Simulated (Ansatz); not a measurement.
Reaction: H3BO2 (boronic acid, SMILES OBO) → H2BO (SMILES [BH]O, doublet) + HO (SMILES [OH], doublet) (the B-O bond breaks)
Each species at its own B3LYP-D3(BJ)/def2-TZVP minimum (Ansatz, a program for electronic structure), one conformer.

Property: bond dissociation energy (electronic), in kJ/mol. Open shells are spin-unrestricted; no spin-orbit coupling. CBS(X,Y): correlation extrapolated as X^-3, Hartree-Fock from the larger set (Q,5: extrapolated as (X+1)exp(-9√X)). A bracket is a step between two methods taken in the basis named. The functionals are non-relativistic, so their misses hold any scalar relativity. Double hybrids freeze cores in their MP2 part. 'core' is core correlation in cc-pwCVTZ, 'X2C' scalar relativity in cc-pVTZ-DK, both at CCSD(T).

CCSD(T)/CBS(cc-pVQZ,cc-pV5Z) + [CCSDT(Q) - CCSD(T)]/cc-pVTZ + core + X2C (Ansatz) gives 654.6 kJ/mol.

**Question.** What does PBE/def2-TZVPD (Ansatz) give here, and how do the other levels compare?

**Answer.** PBE gives 640.0 kJ/mol, 14.6 kJ/mol below it. Differences of the others: r2SCAN/def2-TZVPD (Ansatz) -29.5; B3LYP/def2-TZVPD (Ansatz) -27.7; PBE0/def2-TZVPD (Ansatz) -23.3; wB97M-V/def2-TZVPD (Ansatz) -1.2; B2PLYP/def2-TZVPD (Ansatz) -15.3; CCSD(T)/CBS(cc-pVQZ,cc-pV5Z) + core + X2C (Ansatz) 0.7 kJ/mol. Nearer than PBE: wB97M-V/def2-TZVPD, CCSD(T)/CBS(cc-pVQZ,cc-pV5Z) + core + X2C.
